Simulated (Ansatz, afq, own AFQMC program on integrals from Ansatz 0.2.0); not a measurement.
# CH$_{4}$, singlet in 6-31G, levels against full CI

```xyz
5

C     0.0000    0.0000    0.0000
H     1.1154    1.1189    1.1175
H    -1.1217   -1.1131    1.1170
H    -1.1128    1.1156   -1.1233
H     1.1191   -1.1214   -1.1112
```

Basis 6-31G. Only valence electrons are correlated. AFQMC by an in-house program on the Cholesky factors that Ansatz 0.2.0 writes for its CCSD(T) run. ph-AFQMC/CISD is guided by a CISD state made of CCSD amplitudes; releasing the constraint for a short imaginary time cuts its bias at the price of noise, slowly where states lie close. Error bars are statistical, one sigma.

Determinant: RHF, the one that the program's search chose, which needn't be the lowest solution. The geometry is a point of a scan.

Full CI on the same integrals is exact in this basis and with this determinant's frozen core.

Cautions: restricted determinant unstable towards unrestricted (UHF 2.72 eV lower, ⟨S²⟩ 2.24); strong correlation (T1 0.029, weight of the determinant 0.73, largest double 0.16); (T) is large, 8 % of the CCSD correlation; CCSD(T) is in doubt: in a space of 8 electrons in 8 natural orbitals full CI lies 174 meV below it; the released energies are still falling, so no released level is given (meV from the phaseless value at times in 1/Eh: -23 ± 9 at 0.24, -53 ± 7 at 0.51, -91 ± 6 at 0.99, -123 ± 7 at 1.62, -156 ± 6 at 2.40).

The T1 diagnostic is 0.0290 and the weight of the determinant in the CISD state is 0.727. The size of the correlated space is 8 electrons in 16 orbitals.

Reference: full CI, correlation energy -7.095 eV.

```
        level  E − E(reference) (kJ/mol)  share of correlation (%)
           HF                      684.6                      0.00
          MP2                      215.4                     68.54
         CCSD                       59.4                     91.32
      CCSD(T)                       12.5                     98.18
        CCSDT                        4.6                     99.33
     CCSDT(Q)                        1.0                     99.85
       CCSDTQ                        0.1                     99.98
ph-AFQMC/CISD                 23.7 ± 0.9                     96.53
```

CCSDT and higher add their correlation energy to the determinant of the CCSD(T) run, since their own runs factorise the integrals more tightly (a shift of under 2 meV). A walk keeps the symmetry of its determinant, which the program's search chose and which needn't be the lowest solution, so a lower state of the same spin and another symmetry isn't excluded.
